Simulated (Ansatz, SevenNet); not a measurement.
Elastic constant C44 (GPa) of solids drawn from the class of elemental solids other than molecular ones, at two levels: the machine-learned potential SevenNet-l3i5 (trained on PBE and PBE+U data), and r²SCAN (Ansatz, an electronic-structure program, PAW).

```csv
solid,SevenNet-l3i5,r²SCAN,shift (%)
hcp Tc,52.5,140,+167
diamond-structure Ge,28.7,67.3,+134
hcp Be,66.7,178,+167
fcc Rh,147,197,+34
hcp Ru,89.8,200,+123
fcc Ag,29.5,45.7,+55
fcc Al,15.6,40.4,+159
fcc Ca,10.8,17.4,+61
hcp Zn,10.5,43.6,+315
hcp Re,52.0,164,+215
```

The shifts run from +34 % to +315 %, with a median of +147 %.

Over all 10 rows r²SCAN is the larger in 10.

Ansatz's runs of these crystals have no spin polarisation. Meta-GGA and hybrid levels favour moments, which can bear on fcc Rh.

Spin–orbit coupling is left out, also for the solids with elements from indium on (hcp Re); its size isn't shown.

Each level is taken at its own relaxed cell. Ansatz's density-functional and Hartree–Fock values are scalar-relativistic unless marked +SOC, with PAW data made under PBE.
